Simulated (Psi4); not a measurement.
## HF (hydrogen fluoride): entropy by statistical mechanics

A linear singlet with charge 0, relaxed at PBE0-D4/def2-TZVP (density fitting) (Psi4 1.11):

```xyz
2

F    -0.4108    0.1076   -0.1656
H     0.4017   -0.1175    0.2024
```

Harmonic wavenumbers in cm⁻¹: 4153.

Masses in u: F 18.998, H 1.008. Take T = 298.15 K, p = 1 bar, R = 8.3145 J/(mol K), kT/hc = 207.22 cm⁻¹, rigid rotor and harmonic oscillator.

**Question.** Work out S° at 298 K.

**Answer.** 
1. Translation (Sackur–Tetrode): S = R[3/2 ln M + 5/2 ln T − 1.1517] with M = 20.006 gives 146.2 J/(mol K).
2. Rotation: the moment of inertia is 0.810 u Å², so B = 16.8576/I = 20.8108 cm⁻¹; σ = 1; q = kT/(σhcB) = 10.0; S = R(ln q + 1) = 27.4.
3. Vibration: with u = ν̃/207.22, each mode gives R[u/(eᵘ − 1) − ln(1 − e⁻ᵘ)]; the sum is 0.0.
4. Spin: R ln 1 = 0.0.
5. Sum: 146.2 + 27.4 + 0.0 + 0.0 = 173.6 J/(mol K).

The tabulated value is 173.8 J/(mol K) (CRC Handbook of Chemistry and Physics): the model is off by -0.2.
